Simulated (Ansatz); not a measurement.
Basis-set extrapolation for BH2S2 (`S[B]S`) radical (PBE0-D4/def2-TZVP geometry, frozen core, the Gaussian-basis code of Ansatz). Multiplicity 2, UHF reference.

```tsv
	def2-TZVPP	def2-QZVPP
HF	-820.940974	-820.964191
MP2 correlation	-0.428016	-0.464476
CCSD(T) correlation	-0.493333	-0.527798
```

Energies in hartree. Use E(X) = E(∞) + A·exp(−7.88·√X) for Hartree–Fock and E(X) = E(∞) + B·X^(−2.97) for correlation, with X = 3 and 4.

Q: What is the CCSD(T) energy at the basis-set limit?

A: HF limit: -820.964191 + (-0.023217) × 0.13774 = -820.96739. Correlation limit: -0.527798 + (-0.034465) × 0.74074 = -0.55333. Total: -821.52072 hartree, 226.9 kJ/mol below CCSD(T)/def2-TZVPP.
